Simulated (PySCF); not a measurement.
# CCl4: the cost of one run

Computed with PySCF 2.14.0, with density-fitted response routines of our own, on a single molecule in the gas phase. Atoms are numbered from 0 throughout.

## (1) The molecule as given

5 atoms, charge 0, multiplicity 1; geometry from: MMFF94s.

Bonds of the start (Å): Cl0–C1 1.78, C1–Cl2 1.78, C1–Cl3 1.78, C1–Cl4 1.78.

## (2) Geometry optimisation at PBE0-D3(BJ)/def2-SVP

What the job is given:

```
{"job": {"xc": "PBE0", "basis": "def2-SVP", "d3": "d3bj", "grid": 1, "kind": "geom"}, "charge": 0, "multiplicity": 1}
Cl     1.357558    -1.150307    -0.091627
C     -0.000000     0.000001     0.000000
Cl     0.631770     1.665952    -0.005496
Cl    -1.071932    -0.233312    -1.403955
Cl    -0.917396    -0.282333     1.501077
```

The run is started by

```
$ OMP_NUM_THREADS=1 python probes_run.py task.json out
```

The driver reads the jobs from task.json and runs them one after another.

**Question.** How long does this first job take on 1 thread of Arm Neoverse V2, shared host, and how much memory does it need?

About 8.6 s, with a peak of 0.36 GiB.
